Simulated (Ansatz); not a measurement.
# SiH₄ (triplet): one geometry, many settings at a displaced geometry (v1), part 2 of 2

Ansatz 0.2.0, Gaussian basis; the settings change from run to run. The steps go on from the part before.

## (3) NEVPT2(2,8)/def2-mTZVP

Contents of in.yaml:

```yaml
crystal:
  periodic: [false, false, false]
  atoms:
    - {symbol: Si, position_ang: [0.003370, -0.000123, 0.005157]}
    - {symbol: H, position_ang: [-0.008988, 1.068842, 1.071580]}
    - {symbol: H, position_ang: [0.034004, -1.034587, 1.036378]}
    - {symbol: H, position_ang: [-0.035779, 1.057862, -1.103793]}
    - {symbol: H, position_ang: [-0.083136, -1.088697, -1.147872]}
basis:
  gaussian: {orbitals: def2-mTZVP, fitting: {mean_field: def2-universal-jkfit}}
magnetization: {spin_polarized: false, initial_magnetization: 2}
correlation: {method: sc_nevpt2, electrons: outside_noble_gas, active_space: {window: {electrons: 2, orbitals: 8}}}
output: {forces: true}
```

On the command line:

```sh
$ ansatz run in.yaml --threads 1 --pin off --events-out ev --progress --plain --max-ram 2393MiB
```

Output (excerpt; [...] marks lines left out):

```text
Functional definition: HF
  name "HF"
  cite "Fock, Z. Phys. 61, 126 (1930) doi:10.1007/BF01340294"
  parent pbe
[...]
200 factors; integrals over basis functions are off by at most 7.2e-1 eV
[...]
mean field -7919.64413328 eV, -291.0415537706 hartree, gradient 9.6e-6 eV, S^2 2.000000; 0 other end points of the search recorded, 0 dependent functions left out
reference -7919.64413328 eV, -291.0415537706 hartree; 10, 8 occupied and 24, 26 virtual orbitals, 200 factors
state -7919.67498579 eV, -291.0426875793 hartree
state -7919.67498579 eV, -291.0426875793 hartree; corrected -7922.29332267 eV, -291.1389096850 hartree
[...]
Total energy: -7922.29332267 eV, -291.1389096850 hartree
Atom 0 at     0.003370    -0.000123     0.005157 Å, force     0.125475     0.055320    -1.323361 eV/Å
Atom 1 at    -0.008988     1.068842     1.071580 Å, force     0.006795     0.283357     0.057163 eV/Å
Atom 2 at     0.034004    -1.034587     1.036378 Å, force    -0.086760    -0.795092     0.604345 eV/Å
Atom 3 at    -0.035779     1.057862    -1.103793 Å, force    -0.099100     0.024743     0.112570 eV/Å
Atom 4 at    -0.083136    -1.088697    -1.147872 Å, force     0.053590     0.431672     0.549283 eV/Å
Dipole moment:    -0.018440     0.012117     0.032466 e Å
```

Wall time 1.3 s (1 thread of Arm Neoverse V2, shared host).

From the report: 64 determinants; active occupations 1.00, 1.00, 0.00, 0.00, 0.00, 0.00, 0.00, 0.00.

## (4) MRCISD+Q(2,8)/6-31G

Contents of in.yaml:

```yaml
crystal:
  periodic: [false, false, false]
  atoms:
    - {symbol: Si, position_ang: [0.003370, -0.000123, 0.005157]}
    - {symbol: H, position_ang: [-0.008988, 1.068842, 1.071580]}
    - {symbol: H, position_ang: [0.034004, -1.034587, 1.036378]}
    - {symbol: H, position_ang: [-0.035779, 1.057862, -1.103793]}
    - {symbol: H, position_ang: [-0.083136, -1.088697, -1.147872]}
basis:
  gaussian: {orbitals: 6-31G, point_charges: [{charge: 1.00, position_ang: [3.259, -0.617, 0.400]}]}
magnetization: {spin_polarized: false, initial_magnetization: 2}
hamiltonian: {pseudopotentials: {relativity: scalar}}
correlation: {method: fic_mrcisd_q, electrons: outside_noble_gas, active_space: {window: {electrons: 2, orbitals: 8}, states: [{multiplicity: 3, weights: [1, 1, 0.5, 1]}]}}
```

Launched as before.

Output (excerpt; [...] marks lines left out):

```text
Functional definition: HF
  name "HF"
  cite "Fock, Z. Phys. 61, 126 (1930) doi:10.1007/BF01340294"
  parent pbe
[...]
459 factors; integrals over basis functions are off by at most 2.9e-8 eV
[...]
mean field -7933.45547024 eV, -291.5491110420 hartree, gradient 1.1e-6 eV, S^2 2.000000; 0 other end points of the search recorded, 0 dependent functions left out
reference -7933.45547024 eV, -291.5491110420 hartree; 10, 8 occupied and 11, 13 virtual orbitals, 459 factors
state -7933.43722307 eV, -291.5484404708 hartree
state -7928.01303176 eV, -291.3491051168 hartree
state -7926.72918792 eV, -291.3019247262 hartree
state -7925.55046118 eV, -291.2586073174 hartree
contracted CI cycle   1: correlation 0.00000000 eV, 0.0000000000 hartree, residual 9.89e0 eV
contracted CI cycle   2: correlation -2.29863811 eV, -0.0844733923 hartree, residual 2.34e0 eV
[...]
contracted CI cycle  24: correlation -2.57228472 eV, -0.0945297198 hartree, residual 1.18e-2 eV
contracted CI cycle  25: correlation -2.57226644 eV, -0.0945290481 hartree, residual 2.43e-2 eV
contracted CI cycle  26: correlation -2.57227524 eV, -0.0945293715 hartree, residual 5.16e-3 eV
contracted CI cycle  27: correlation -2.57227612 eV, -0.0945294040 hartree, residual 2.58e-3 eV
contracted CI cycle  28: correlation -2.57227703 eV, -0.0945294372 hartree, residual 5.94e-3 eV
contracted CI cycle  29: correlation -2.57227444 eV, -0.0945293423 hartree, residual 6.37e-3 eV
contracted CI cycle  30: correlation -2.57227528 eV, -0.0945293729 hartree, residual 1.96e-3 eV
contracted CI cycle  31: correlation -2.57227539 eV, -0.0945293770 hartree, residual 7.88e-4 eV
contracted CI cycle  32: correlation -2.57227541 eV, -0.0945293776 hartree, residual 3.24e-4 eV
state -7925.55046118 eV, -291.2586073174 hartree; corrected -7928.41217954 eV, -291.3637735272 hartree
Total energy: -7931.78471769 eV, -291.4877120184 hartree
Relativity: scalar
```

Wall time 4.2 s (1 thread of Arm Neoverse V2, shared host); peak memory 0.25 GiB.

From the report: 64 determinants; active occupations (of the averaged states) 0.86, 0.43, 0.43, 0.28, 0.00, 0.00, 0.00, 0.00.

## (5) CCSDT on UHF/def2-SVP

Contents of in.yaml:

```yaml
crystal:
  periodic: [false, false, false]
  atoms:
    - {symbol: Si, position_ang: [0.003370, -0.000123, 0.005157]}
    - {symbol: H, position_ang: [-0.008988, 1.068842, 1.071580]}
    - {symbol: H, position_ang: [0.034004, -1.034587, 1.036378]}
    - {symbol: H, position_ang: [-0.035779, 1.057862, -1.103793]}
    - {symbol: H, position_ang: [-0.083136, -1.088697, -1.147872]}
basis:
  gaussian: {orbitals: def2-SVP, fitting: {mean_field: def2-universal-jkfit}}
magnetization: {spin_polarized: true, initial_magnetization: 2}
correlation: {method: ccsdt, electrons: outside_noble_gas}
scf: {omitted_lower_state_checks: [cluster_reference]}
output: {forces: true}
```

The command is unchanged.

Output (excerpt; [...] marks lines left out):

```text
Functional definition: HF
  name "HF"
  cite "Fock, Z. Phys. 61, 126 (1930) doi:10.1007/BF01340294"
  parent pbe
[...]
200 factors; integrals over basis functions are off by at most 3.8e-1 eV
[...]
mean field -7917.48763137 eV, -290.9623037869 hartree, gradient 4.3e-6 eV, S^2 2.022975; 0 other end points of the search recorded, 0 dependent functions left out
5 core orbitals not correlated: weight in the atoms' cores, before any rotation towards them, 1.000 or more for the frozen orbitals, at most 0.000 for the correlated occupied ones
reference -7917.48763137 eV, -290.9623037869 hartree; 5, 3 occupied and 28, 30 virtual orbitals, 200 factors
second order -3.20000684 eV of doubles, -0.00000000 eV of singles
cycle   1  -3.80625642 eV  change   -6.1e-1 eV  update   6.8e-2
[...]
cycle  15  -4.20777295 eV  change   -3.0e-7 eV  update   3.0e-7
[...]
Total energy: -7921.69540432 eV, -291.1169365908 hartree
Atom 0 at     0.003370    -0.000123     0.005157 Å, force     0.140657     0.224220    -0.973778 eV/Å
Atom 1 at    -0.008988     1.068842     1.071580 Å, force     0.005601     0.384322     0.133928 eV/Å
Atom 2 at     0.034004    -1.034587     1.036378 Å, force    -0.080733    -0.917122     0.609902 eV/Å
Atom 3 at    -0.035779     1.057862    -1.103793 Å, force    -0.102472     0.008619    -0.071395 eV/Å
Atom 4 at    -0.083136    -1.088697    -1.147872 Å, force     0.036946     0.299961     0.301344 eV/Å
Dipole moment:    -0.018783    -0.003708    -0.031980 e Å
Checks for a lower state left out: cluster_reference
```

Wall time 16 s (1 thread of Arm Neoverse V2, shared host); peak memory 0.39 GiB.

From the report: ⟨S²⟩ of the determinant 2.023 (pure triplet: 2.00); correlation -4.2078 eV; T1 0.018; largest double amplitude 0.07.

## (6) The runs in one table

| level | correlated | functions | energy (eV) | time |
| --- | --- | --- | --- | --- |
| MRCISD+Q(relaxed)(6,6)/6-31G (mean of several states) | outside noble gas | 21 | -7918.5820 | 3 s |
| NEVPT2(2,8)/def2-mTZVP | outside noble gas | 34 | -7922.2933 | 1.3 s |
| MRCISD+Q(2,8)/6-31G (mean of several states, beside a point charge, relativity set) | outside noble gas | 21 | -7931.7847 | 4.2 s |
| CCSDT on UHF/def2-SVP | outside noble gas | 38 | -7921.6954 | 16 s |

## (7) Results

The summary covers parts 1 to 2.

```
quantity                          value
    runs                              4
quickest  NEVPT2(2,8)/def2-mTZVP, 1.3 s
 slowest    CCSDT on UHF/def2-SVP, 16 s
```

In words: Total energies in different bases, with other cores or another treatment of relativity can't be set against each other. CCSDT on UHF/def2-SVP took 13 times as long as NEVPT2(2,8)/def2-mTZVP; the jobs differ in more than the method.
